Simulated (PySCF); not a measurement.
Compound: C5H7F.
Atom-mapped SMILES: `[F:1][CH:2]=[C:3]1[CH2:4][CH2:5][CH2:6]1`

Method: delta-SCF UKS SCAN, pcX-2 on the ionised atom, pcseg-1 elsewhere, spin-free X2C (PySCF). Vertical ΔSCF values, vacuum level as zero.

Some binding energies are withheld.

```
atom(s)                 bonded to  level  binding energy (eV)
     C2  F, C (double bond) and H   C 1s                    ?
     C3   C (double bond) and 2 C   C 1s                    ?
     C4               2 C and 2 H   C 1s                    ?
     C5               2 C and 2 H   C 1s               290.68
     C6               2 C and 2 H   C 1s               290.83
     F1                         C   F 1s               692.67
```

(1) Fill in C 1s for C2.

(2) What is the C 1s binding energy of C4?

(3) Fill in C 1s for C3.

Results:

(1) 292.16 eV (vinylic C–F carbon). The nearest listed C 1s value is that of C6; the shift against it is +1.33 eV.

(2) 290.72 eV (allylic carbon). The nearest listed C 1s value is that of C5; the shift against it is +0.04 eV.

(3) 290.37 eV (fully substituted alkene carbon). The nearest listed C 1s value is that of C5; the shift against it is -0.31 eV.

The listed C 1s values span 1.79 eV, from C3 (bonded to C (double bond) and 2 C) to C2 (bonded to F, C (double bond) and H). The values 290.68 and 290.72 eV lie too close for their order to be trusted.

Q: Which effective nuclear charge Zeff reproduces each element's mean 1s value in the hydrogen-like formula E = 13.606 eV × Zeff²?

A: C (Z = 6): mean 291.0 eV, Zeff = 4.62, Z − Zeff = 1.38; F (Z = 9): mean 692.7 eV, Zeff = 7.14, Z − Zeff = 1.86. Means run over the listed sites, weighted by atom count.

The structure is a single PBE0-D3(BJ)/def2-SVP conformer in the gas phase; no vibrational or solvent corrections.

The run took 27 s on one thread, Intel Xeon 6975P-C (x86_64), shared host, and the process peaked at 0.57 GiB of memory.
